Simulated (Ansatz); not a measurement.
CHF, SMILES `[CH]F` at its PBE0-D4/def2-TZVP geometry, where that method's forces vanish. The species carries charge 0 and has multiplicity 1.

| atom | x (Å) | y (Å) | z (Å) |
| --- | --- | --- | --- |
| C1 | 0.279 | 0.415 | 0.095 |
| F2 | 0.466 | -0.651 | -0.625 |
| H3 | -0.745 | 0.236 | 0.530 |

Problem. For each bond, give half the difference of the two atoms' forces along it (eV/Å; positive pushes the atoms apart) under PBE-D4, r2SCAN-D4, B3LYP-D4, ωB97M-V in def2-TZVPP. (Estimate.)

Solution. The calculation gave: 
| bond | length (Å) | PBE-D4 | r2SCAN-D4 | B3LYP-D4 | ωB97M-V |
| --- | --- | --- | --- | --- | --- |
| C1–F2 | 1.301 | 0.76 | 0.39 | 0.37 | 0.23 |
| C1–H3 | 1.126 | 0.26 | 0.05 | -0.13 | -0.15 |

B3LYP here is the variant with VWN-RPA as its local correlation; programs differ in this.

Program: Ansatz 0.2.0.
